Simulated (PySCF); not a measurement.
Working out the ionisation energy of N

N [He] 2s2 2p3 (4S) → N+ [He] 2s2 2p2 (3P). Calculation: PySCF 2.14, in 6-31G* (3s2p1d, 14 functions); no relativity, point nucleus. Frozen: 1s2. Energies in hartree (1 hartree = 27.21139 eV):

```csv
part,N (lower),N+ (upper)
UHF,-54.385008,-53.871899
CCSD correlation,-0.086484,-0.075294
(T),-0.000652,-0.000751
```

Question: What does Hartree-Fock give?

Answer: (-53.871899) − (-54.385008) = 0.513109 hartree = 13.962 eV.

Question: What do CCSD and CCSD(T) give?

Answer: The CCSD correlation energies differ by 0.011190 hartree = 0.304 eV and the triples by -0.000099 hartree = -0.003 eV, so CCSD gives 14.266 eV and CCSD(T) 14.263 eV.

Measured between the centres of the two terms (NIST): 14.545 eV, so CCSD(T) (valence) is off by -0.282 eV.

What remains against the reference includes basis incompleteness, the frozen core and higher excitations.
